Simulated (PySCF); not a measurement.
# SiN2H5 (SMILES N[SiH]N), run twice

Aim: the vertical excitations of SiN2H5 at CIS/6-31+G** (density fitting with cc-pvtz-jkfit, spherical functions).

The calculation is run with PySCF 2.14.0.

2 further runs of the same task are left out: 2 set aside as unsound or not needed.

**1. The system as given**

SiN2H5: 8 atoms, total charge 0, spin state doublet. As SMILES, `N[SiH]N`. Geometry: relaxed at PBE0-D4/def2-TZVP. This is one conformer, not always the lowest.

Bond lengths: N1–Si2 1.713 Å, Si2–N3 1.720 Å, N1–H4 1.008 Å, N1–H5 1.005 Å, Si2–H6 1.504 Å, N3–H7 1.008 Å, N3–H8 1.008 Å. Angles: N1–Si2–N3 106.1°, N1–Si2–H6 117.2°, N3–Si2–H6 103.6°, Si2–N1–H4 122.2°, Si2–N1–H5 121.8°, Si2–N3–H7 120.2°, Si2–N3–H8 119.6°, H4–N1–H5 112.8°, H7–N3–H8 111.5°.

**2. Try one**

Input file calc.py:

```python
from pyscf import gto, tdscf

molecule = gto.Mole()
molecule.atom = '''
N   -1.027000   0.622100  -0.768300
Si   0.527700   0.579900  -0.050700
N    0.789500  -1.052600   0.425100
H   -1.817900   0.144500  -0.364600
H   -1.296600   1.349400  -1.406800
H    0.716400   1.354100   1.225100
H    0.730800  -1.794000  -0.255200
H    1.468900  -1.260500   1.139500
'''
molecule.verbose = 4
molecule.charge = 0
molecule.spin = 1
molecule.max_memory = 1860
molecule.basis = '6-31+g**'
molecule.build()

mf = molecule.UHF()
mf = mf.density_fit(auxbasis='cc-pvtz-jkfit')
mf.max_cycle = 94
mf.level_shift = 5.0
mf.kernel()

e_tot = mf.e_tot
print('Final energy', e_tot)

td = tdscf.TDA(mf)
td.nstates = 10
td.kernel()
td.analyze()
roots = td.e * 27.211386
osc = td.oscillator_strength()
print('state   eV      nm      f')
for i, (w, f) in enumerate(zip(roots, osc), 1):
    print('%3d %9.4f %8.1f %9.5f' % (i, w, 1239.842 / w, f))
```

Run with:

```bash
OMP_NUM_THREADS=1 python calc.py
```

Standard output:

```text
PySCF version 2.14.0

[... 122 lines left out ...]
SCF not converged.
SCF energy = -400.752527123845 after 94 cycles  <S^2> = 0.75406817  2S+1 = 2.004064
Final energy -400.75252712384474
[... 10 lines left out ...]
WARN: Ground state SCF is not converged
[... 120 lines left out ...]
      14b ->   21b      0.11560
      15b ->   18b     -0.38543
      15b ->   19b     -0.30644
      15b ->   20b      0.11667
      15b ->   21b      0.20248
      15b ->   23b      0.12839
      15b ->   29b      0.15708
      16b ->   18b     -0.35233
      16b ->   19b      0.25065
      16b ->   22b      0.16171

** Transition electric dipole moments (AU) **
state          X           Y           Z        Dip. S.      Osc.
  1        -0.3128      0.4977     -0.0378      0.3470      1.1980
  2        -0.0895      0.0339     -0.6640      0.4500      1.5572
  3        -0.5375     -0.4736      0.2770      0.5898      2.0469
[... 6 lines of this table left out ...]
 10         0.1860     -0.4300     -0.4802      0.4501      1.5840

** Transition velocity dipole moments (imaginary part, AU) **
state          X           Y           Z        Dip. S.      Osc.
  1        -0.0436      0.0589     -0.0228      0.0059      0.0008
  2        -0.0126      0.0229     -0.0890      0.0086      0.0011
  3        -0.1288     -0.0822      0.0890      0.0313      0.0040
[... 6 lines of this table left out ...]
 10         0.0538     -0.0803     -0.1131      0.0221      0.0028

** Transition magnetic dipole moments (imaginary part, AU) **
state          X           Y           Z
  1        -0.4923     -0.5181     -0.6377
  2         0.4321     -0.6690      0.1630
  3         0.2636     -0.2812      0.1304
[... 6 lines of this table left out ...]
 10         0.2798      0.1484     -0.3535
state   eV      nm      f
  1  140.9184      8.8   1.19798
  2  141.2397      8.8   1.55719
  3  141.6485      8.8   2.04694
[... 6 lines of this table left out ...]
 10  143.6374      8.6   1.58404
```

Wall time 62 s (1 thread of Arm Neoverse V2, shared host); peak memory 0.2 GiB.

**3. What went wrong**

The iterations ended before the threshold was met.

The log says `WARN: Ground state SCF is not converged`. What is wrong: the convergence aids are set badly. The sound input differs in these keys, not all of which need be the cause: solver DIIS+newton in place of DIIS; level shift at its default in place of 5; iteration cap 100 in place of 94.

**4. Try two**

Input file input.py:

```python
from pyscf import gto, scf, tdscf

mol = gto.Mole()
mol.atom = '''
N   -1.027000   0.622100  -0.768300
Si   0.527700   0.579900  -0.050700
N    0.789500  -1.052600   0.425100
H   -1.817900   0.144500  -0.364600
H   -1.296600   1.349400  -1.406800
H    0.716400   1.354100   1.225100
H    0.730800  -1.794000  -0.255200
H    1.468900  -1.260500   1.139500
'''
mol.verbose = 4
mol.max_memory = 1860
mol.basis = '6-31+g**'
mol.spin = 1
mol.build()

hf = scf.UHF(mol)
hf = hf.density_fit(auxbasis='cc-pvtz-jkfit')
hf.max_cycle = 100
hf.kernel()
if not hf.converged:
    hf = hf.newton().run(hf.mo_coeff, hf.mo_occ)

energy = hf.e_tot
print(f'total energy: {energy:.8f} hartree')

td = hf.TDA()
td.nstates = 10
td.kernel()
td.analyze()
roots = td.e * 27.211386
osc = td.oscillator_strength()
print('state   eV      nm      f')
for i, (w, f) in enumerate(zip(roots, osc), 1):
    print('%3d %9.4f %8.1f %9.5f' % (i, w, 1239.842 / w, f))
```

Run with:

```bash
OMP_NUM_THREADS=1 python input.py
```

Standard output:

```text
PySCF version 2.14.0

[... 97 lines left out ...]
converged SCF energy = -400.752527150132  <S^2> = 0.75406935  2S+1 = 2.0040652
total energy: -400.75252715 hartree
[... 129 lines left out ...]
      14b ->   21b     -0.11568
      15b ->   18b      0.38530
      15b ->   19b      0.30647
      15b ->   20b     -0.11665
      15b ->   21b     -0.20246
      15b ->   23b     -0.12837
      15b ->   29b     -0.15708
      16b ->   18b      0.35224
      16b ->   19b     -0.25085
      16b ->   22b     -0.16175

** Transition electric dipole moments (AU) **
state          X           Y           Z        Dip. S.      Osc.
  1        -0.3130      0.4980     -0.0379      0.3474      0.0414
  2        -0.0894      0.0347     -0.6642      0.4504      0.0572
  3        -0.5379     -0.4744      0.2769      0.5911      0.0810
[... 6 lines of this table left out ...]
 10        -0.1860      0.4300      0.4804      0.4502      0.0836

** Transition velocity dipole moments (imaginary part, AU) **
state          X           Y           Z        Dip. S.      Osc.
  1        -0.0436      0.0589     -0.0228      0.0059      0.0220
  2        -0.0125      0.0229     -0.0890      0.0086      0.0301
  3        -0.1288     -0.0822      0.0890      0.0313      0.1015
[... 6 lines of this table left out ...]
 10        -0.0538      0.0803      0.1131      0.0221      0.0530

** Transition magnetic dipole moments (imaginary part, AU) **
state          X           Y           Z
  1        -0.4922     -0.5182     -0.6378
  2         0.4322     -0.6689      0.1630
  3         0.2636     -0.2814      0.1302
[... 6 lines of this table left out ...]
 10        -0.2798     -0.1486      0.3536
state   eV      nm      f
  1    4.8616    255.0   0.04138
  2    5.1828    239.2   0.05719
  3    5.5915    221.7   0.08097
[... 6 lines of this table left out ...]
 10    7.5805    163.6   0.08362
```

Wall time 58 s (1 thread of Arm Neoverse V2, shared host); peak memory 0.19 GiB.

The roots found:

| excited state | energy (eV) | strength |
| --- | --- | --- |
| 1 | 4.862 | 0.0414 |
| 2 | 5.183 | 0.0572 |
| 3 | 5.591 | 0.0810 |
| 4 | 6.135 | 0.0166 |
| 5 | 6.323 | 0.0355 |
| 6 | 6.653 | 0.0281 |
| 7 | 7.008 | 0.0010 |
| 8 | 7.250 | 0.0798 |
| 9 | 7.424 | 0.0275 |
| 10 | 7.581 | 0.0836 |

**5. Summary of results**

At CIS/6-31+G** (density fitting with cc-pvtz-jkfit, spherical functions):

| quantity | value |
| --- | --- |
| ground-state or mean-field energy | -400.75253 Eh |
| dipole moment (Hartree–Fock density) | 0.64 D |
| HOMO energy (Hartree–Fock orbitals) (highest over α and β) | -8.03 eV |
| LUMO energy (Hartree–Fock orbitals) (lowest over α and β) | 1.43 eV |
| ⟨S²⟩ of the reference determinant | 0.754 |
| lowest excitation energy | 4.86 eV |

In words: The brightest of the 10 transitions from the ground state lies at 7.58 eV (164 nm, f = 0.084); the lowest, at 4.86 eV, has f = 0.041.
